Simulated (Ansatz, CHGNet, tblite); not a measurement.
## Equilibrium lattice constant a of chalcopyrite CuGaSe2: levels of theory against measurement

Reference value: 5.619 Å (measured, 293 K, no zero-point or thermal correction, sources range from 5.596 to 5.619; as tabulated in Souilah et al., J. Solid State Chem. 183, 2274 (2010), by the Crystallography …).

```tsv
level (code)	value (Å)	difference (%)
GFN2-xTB (tblite)	5.898	+4.97
CHGNet 0.3.0 (CHGNet)	5.685	+1.17
LDA (Ansatz)	5.509	-1.96
PBE (Ansatz)	5.672	+0.94
PBE-D3(BJ) (Ansatz)	5.596	-0.41
r²SCAN (Ansatz)	5.609	-0.18
HSE06 (Ansatz)	5.650	+0.55
```

The reference is not for a static lattice or low temperature, so close values are not ranked against it. Off by more than 1.25 % (a bound picked here): GFN2-xTB (+4.97 %), LDA (-1.96 %).

The measured value isn't corrected to a static lattice, so vibrations enter the comparison. A static lattice is as a rule a little smaller than the measured one.  GFN2-xTB: the method was fitted mainly to molecules. GFN2-xTB: the run uses a supercell at the zone centre in place of a k mesh. Cutoffs and k meshes differ between the levels. Ansatz's density-functional and Hartree–Fock values are scalar-relativistic unless marked +SOC, with PAW data made under PBE.

Machine-learned potentials (CHGNet 0.3.0) are trained on DFT data, which may include these solids.

Differences are worked out from the printed values.

Ansatz is a quantum-chemistry and plane-wave program.
